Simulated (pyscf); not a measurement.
Optimised with ωB97X-D3(BJ)/def2-SVP in PySCF.

For the elementary gas-phase step HO–P(OH)–OH + PH₃ → HO–P(OH)–O–PH₂ + hydrogen (H₂) (singlet surface; H–O, H–P broken, O–P, H–H formed), what barrier and reaction energy does ωB97X-D3(BJ)/def2-TZVP give, measured from the separated reactants?

ΔE‡ = 292.0 kJ/mol, ΔE = +22.7 kJ/mol. ωB97M-D3(BJ)/def2-TZVP gives 291.4 kJ/mol and +29.7 kJ/mol. Zero-point energy shifts the barrier by -7.5 kJ/mol. It is a four-centre exchange, with an imaginary mode of 1627i cm⁻¹. On the reactant side the descent ends in a complex (not fully relaxed), 19.8 kJ/mol under the separated species and 311.8 kJ/mol under the saddle at ωB97X-D3(BJ)/def2-TZVP. This is the saddle that the search found; another between the same sides may lie lower.
